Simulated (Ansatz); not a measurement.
A nudged elastic band was laid between two geometries of C2H4N (7 atoms, charge 0, multiplicity 2).

Level of theory: UKS PBE0/def2-SVP in Ansatz.

```json
{
 "movable images": "9",
 "climbing image": "yes",
 "spring": "5.0 eV/Å²",
 "optimiser": "quadratic models (default)",
 "start path": "through a guess of the saddle point",
 "force threshold": "0.05 eV/Å",
 "iteration limit": "60",
 "end points": "relaxed"
}
```

Image 0:

```xyz
7
Properties=species:S:1:pos:R:3
C -0.915 0.322 -0.413
C 0.338 0.080 0.167
N 0.826 -1.133 0.238
H -1.489 -0.519 -0.812
H -1.329 1.330 -0.475
H 0.885 0.958 0.558
H 1.745 -1.106 0.692
```

Image 10:

```xyz
7
Properties=species:S:1:pos:R:3
C -0.779 0.249 -0.356
C 0.479 0.283 0.265
N 1.263 -0.736 0.507
H -1.207 -0.698 -0.698
H -1.360 1.161 -0.514
H 0.854 1.268 0.586
H 0.811 -1.595 0.166
```

Question: Which bonds break or form, and what moves?

Answer: No bond is made or broken. The dihedral C1–C2–N3–H7 goes from 180 to 0°.

Question: What energy profile does the band end with?

Answer: The run converged. The highest image is number 5 of 0 to 10, 0.75 eV above the first end and 0.73 eV above the last; the last end lies 0.02 eV above the first. A vibrational analysis at the climbing image gives one clearly imaginary mode, 556i cm⁻¹: a first-order saddle point.

| image | path coordinate (Å) | energy (eV) | dihedral C1–C2–N3–H7 (°) |
| --- | --- | --- | --- |
| 0 | 0.00 | 0.00 | 180 |
| 1 | 0.22 | 0.05 | -166 |
| 2 | 0.44 | 0.24 | -148 |
| 3 | 0.65 | 0.50 | -129 |
| 4 | 0.87 | 0.70 | -110 |
| 5 | 1.09 | 0.75 | -91 |
| 6 | 1.31 | 0.70 | -71 |
| 7 | 1.54 | 0.50 | -48 |
| 8 | 1.76 | 0.22 | -24 |
| 9 | 1.98 | 0.06 | -6 |
| 10 | 2.21 | 0.02 | 0 |

Question: What is the geometry of the highest image?

Answer: 
```xyz
7
Properties=species:S:1:pos:R:3
C -0.869 0.283 -0.349
C 0.404 0.206 0.056
N 1.240 -0.898 0.015
H -1.408 -0.593 -0.718
H -1.390 1.241 -0.334
H 0.923 1.123 0.389
H 1.162 -1.429 0.895
```

Question: What are the harmonic wavenumbers there?

Answer: 556i, 437, 633, 869, 955, 971, 1080, 1142, 1278, 1419, 1697, 3082, 3180, 3289, 3438 cm⁻¹.

The run took 92 s on 1 thread of Intel(R) Xeon(R) 6975P-C (Granite Rapids), on a shared host, peak memory 0.15 GiB.
